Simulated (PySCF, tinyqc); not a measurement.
Worked calculation: RHF in the sto-6g basis, for CH2, spin multiplicity 1. This run ends on a higher stationary point, not on the lowest solution. The lowest restricted solution is unstable here: a spin-polarised one lies 0.0301 hartree lower (PySCF). One step of it, computed by the program tinyqc.

Task: Iteration 36 (converged): orbitals. Diagonalise F' = X^T F X, C = X C', fill 4 alpha and 4 beta electrons from the bottom; D = 2 C_occ C_occ^T. Each column has its largest component positive (the first on a tie).

converged F (hartree), order 1C 1s, 1C 2s, 1C 2px, 1C 2py, 1C 2pz, 2H 1s, 3H 1s:
```
[[-11.049421, -2.837135, 0.000000, 0.000000, 0.007770, -0.489841, -0.489841],
 [-2.837135, -1.256511, 0.000000, 0.000000, -0.101161, -0.542058, -0.542058],
 [0.000000, 0.000000, -0.201324, 0.000000, 0.000000, 0.000000, 0.000000],
 [0.000000, 0.000000, 0.000000, -0.099585, 0.000000, -0.319674, 0.319674],
 [0.007770, -0.101161, 0.000000, 0.000000, 0.238389, -0.134160, -0.134160],
 [-0.489841, -0.542058, 0.000000, -0.319674, -0.134160, -0.308703, -0.101337],
 [-0.489841, -0.542058, 0.000000, 0.319674, -0.134160, -0.101337, -0.308703]]
```

X, order 1C 1s, 1C 2s, 1C 2px, 1C 2py, 1C 2pz, 2H 1s, 3H 1s:
```
[[1.025078, -0.141922, 0.000000, 0.000000, -0.008194, 0.020656, 0.020656],
 [-0.141922, 1.174542, 0.000000, 0.000000, 0.079897, -0.243981, -0.243981],
 [0.000000, 0.000000, 1.000000, 0.000000, 0.000000, 0.000000, 0.000000],
 [0.000000, 0.000000, 0.000000, 1.112898, 0.000000, -0.215716, 0.215716],
 [-0.008194, 0.079897, 0.000000, 0.000000, 1.042183, -0.129291, -0.129291],
 [0.020656, -0.243981, 0.000000, -0.215716, -0.129291, 1.151703, -0.018940],
 [0.020656, -0.243981, 0.000000, 0.215716, -0.129291, -0.018940, 1.151703]]
```

Give: F' = X^T F X; orbital energies; coefficients C; D after iteration 36.

Result:

F' = X^T F X (hartree):
```
[[-10.8461, -1.4663, 0.0000, 0.0000, -0.0029, -0.0467, -0.0467],
 [-1.4663, -0.5126, 0.0000, 0.0000, 0.0339, -0.3689, -0.3689],
 [0.0000, 0.0000, -0.2013, 0.0000, 0.0000, 0.0000, 0.0000],
 [0.0000, 0.0000, 0.0000, 0.1643, 0.0000, -0.3700, 0.3700],
 [-0.0029, 0.0339, 0.0000, 0.0000, 0.3158, -0.1681, -0.1681],
 [-0.0467, -0.3689, 0.0000, -0.3700, -0.1681, 0.0143, -0.0152],
 [-0.0467, -0.3689, 0.0000, 0.3700, -0.1681, -0.0152, 0.0143]]
```

orbital energies (hartree): [-11.0519, -0.6979, -0.4306, -0.2013, 0.1418, 0.5643, 0.6244]

coefficients C, order 1C 1s, 1C 2s, 1C 2px, 1C 2py, 1C 2pz, 2H 1s, 3H 1s:
```
[[0.9959, -0.2122, 0.0000, 0.0000, -0.1368, -0.1279, 0.0000],
 [0.0177, 0.7266, 0.0000, 0.0000, 0.6697, 0.7405, 0.0000],
 [0.0000, 0.0000, 0.0000, 1.0000, 0.0000, 0.0000, 0.0000],
 [0.0000, 0.0000, 0.5058, 0.0000, 0.0000, 0.0000, 1.0372],
 [0.0008, 0.0730, 0.0000, 0.0000, -0.6461, 0.8386, 0.0000],
 [-0.0034, 0.2813, 0.4792, 0.0000, -0.4005, -0.6919, -0.7086],
 [-0.0034, 0.2813, -0.4792, 0.0000, -0.4005, -0.6919, 0.7086]]
```

D after iteration 36, order 1C 1s, 1C 2s, 1C 2px, 1C 2py, 1C 2pz, 2H 1s, 3H 1s:
```
[[2.0735, -0.2731, 0.0000, 0.0000, -0.0295, -0.1261, -0.1261],
 [-0.2731, 1.0565, 0.0000, 0.0000, 0.1062, 0.4087, 0.4087],
 [0.0000, 0.0000, 2.0000, 0.0000, 0.0000, 0.0000, 0.0000],
 [0.0000, 0.0000, 0.0000, 0.5117, 0.0000, 0.4847, -0.4847],
 [-0.0295, 0.1062, 0.0000, 0.0000, 0.0107, 0.0411, 0.0411],
 [-0.1261, 0.4087, 0.0000, 0.4847, 0.0411, 0.6175, -0.3009],
 [-0.1261, 0.4087, 0.0000, -0.4847, 0.0411, -0.3009, 0.6175]]
```
